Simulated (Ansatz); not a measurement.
CH4AlCl (`[CH3][AlH][Cl]`) at its PBE0-D4/def2-TZVP geometry, where that method's forces vanish. The species carries charge 0 and has multiplicity 1.

```xyz
7

C    -0.6008   -0.5381    0.4805
Al    0.7072    0.5972   -0.3893
Cl    0.5647    0.9362   -2.4618
H    -0.1082   -1.3833    0.9725
H    -1.3418   -0.9338   -0.2162
H    -1.1289    0.0128    1.2656
H     1.9078    1.3089    0.3487
```

What forces (eV/Å) does r2SCAN-D4/def2-TZVPP give on these atoms in the Gaussian-basis code of Ansatz? (Estimate.)

Computed: 
```
C1   0.042  0.031 -0.030
Al2  0.015  0.004  0.033
Cl3 -0.002  0.005 -0.026
H4  -0.030  0.008  0.005
H5   0.001 -0.003  0.028
H6  -0.001 -0.028 -0.003
H7  -0.025 -0.016 -0.007
```
